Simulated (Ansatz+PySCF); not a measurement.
The numbers below are computed, except where a source is named.
## PySCF 2.14.0 run

```python
from pyscf import gto, scf, cc

mol = gto.M(atom="""
Li 1.646500 0.000000 1.152890
C 0.000000 0.000000 0.000000
Li -1.646500 0.000000 1.152890
""", basis='sto-3g', charge=0, spin=0)
mf = scf.UHF(mol)
mf.kernel()
mycc = cc.CCSD(mf, frozen=3).run()
et = mycc.ccsd_t()
print(mf.e_tot, mycc.e_corr, et, mycc.e_tot + et)
```

The script is written out from the run's settings.

Output:

- Converged: yes
- Reference energy: -51.85315 hartree
- CCSD correlation energy: -0.11052 hartree
- Triples correction: -0.00446 hartree
- Total energy: -51.96813 hartree
- Spin squared of the determinant: 0.000

This is not the lowest solution: another run reaches a determinant 0.76 eV lower. Caution: large amplitudes, a single reference is doubtful.
